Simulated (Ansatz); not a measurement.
Working through a composite energy at a relaxed geometry of BH₅Si, SMILES B[SiH3]

With the Ansatz DFT code, driven from Python.

`bh5si.xyz`
```text
7

B    -0.02820   -1.18070    0.20880
Si    0.03620    0.76760   -0.14220
H    -1.16610   -1.65330    0.27630
H     0.98310   -1.76580    0.30610
H    -0.62210    1.07520   -1.43320
H    -0.62200    1.51780    0.94790
H     1.48030    1.17120   -0.20950
```

Notebook, run cell by cell (the value of a cell's last expression is shown):

```python
import itertools

import ansatz as az
from ase.data import atomic_numbers, covalent_radii
import numpy as np

params = {
    "basis_set": "def2-SVP",
    "xc": "B3LYP",
    "dispersion": "d3bj",
}

molecule = az.Crystal.molecule_from_extxyz("bh5si.xyz")
```

```python
job = (
    molecule.calculation()
    .basis(gaussian=params["basis_set"])
    .functional(params["xc"], dispersion=params["dispersion"])
    .accuracy("medium")
)
symbols = [site.symbol for site in molecule.cartesian_sites]
start = np.array([site.position_ang for site in molecule.cartesian_sites], dtype=float)
rep = job.relax(force_tolerance=0.01).run().report
end = np.array(rep["positions_ang"])
# pairs closer than 1.2 times the sum of covalent radii, before or after
radius = [covalent_radii[atomic_numbers[s]] for s in symbols]
span = lambda where, i, j: np.linalg.norm(where[i] - where[j])
bonded = [(i, j) for i, j in itertools.combinations(range(len(symbols)), 2) if min(span(start, i, j), span(end, i, j)) < 1.2 * (radius[i] + radius[j])]
print("pair        before    after (A)")
for i, j in bonded:
    print(f"{symbols[i]}{i}-{symbols[j]}{j}".ljust(10), f"{span(start, i, j):8.4f} {span(end, i, j):8.4f}")
```

    pair        before    after (A)
    B0-Si1       1.9807   2.0194
    B0-H2        1.2340   1.2071
    B0-H3        1.1724   1.2060
    Si1-H4       1.4814   1.4982
    Si1-H5       1.4780   1.4982
    Si1-H6       1.5009   1.4929

```python
minimum = az.Crystal.molecule()
for symbol, place in zip(symbols, end):
    minimum = minimum.atom(symbol, place.tolist())
at_minimum = minimum.calculation()
# MP2 extrapolated to the basis limit, plus the small-basis difference CCSD(T) - MP2
level = lambda method, basis: at_minimum.basis(gaussian=basis).correlation(method).run().report
small, large, cluster = level("mp2", "cc-pVDZ"), level("mp2", "cc-pVTZ"), level("ccsd_t", "cc-pVDZ")
corr = lambda each: (each["free_energy_ev"] - each["reference_energy_ev"]) / 27.211386246
mp2_limit = (27 * corr(large) - 8 * corr(small)) / 19
pieces = {"HF / cc-pVTZ": large["reference_energy_ev"] / 27.211386246, "MP2 correlation, DZ-TZ limit": mp2_limit, "CCSD(T) - MP2 / cc-pVDZ": corr(cluster) - corr(small)}
for name, value in pieces.items():
    print(f"{name:32s} {value:14.6f} Ha")
print(f"{'sum':32s} {sum(pieces.values()):14.6f} Ha")
print("T1 diagnostic", round(cluster["correlation"]["coupled_cluster"]["t1_diagnostic"], 4))
```

    HF / cc-pVTZ                        -316.503180 Ha
    MP2 correlation, DZ-TZ limit          -0.251688 Ha
    CCSD(T) - MP2 / cc-pVDZ               -0.051101 Ha
    sum                                 -316.805969 Ha
    T1 diagnostic 0.0116

Reading the output:
- The settings weren't tested for convergence.
- The sum leaves out core correlation, relativity, the Hartree-Fock basis error and zero-point energy; a DZ-TZ extrapolation is rough.
- b3lyp holds the VWN-RPA fit, as in Gaussian; the form of ORCA and Turbomole is b3lyp5.
- Inner cores stay frozen, so this is valence correlation.
- For Al to Cl the sets with a tight d function, cc-pV(X+d)Z, are usual.
- An extrapolation from small basis sets is rough.
- It ran for 11 s on 1 thread of Arm Neoverse V1 (shared host), peak memory 0.25 GiB.
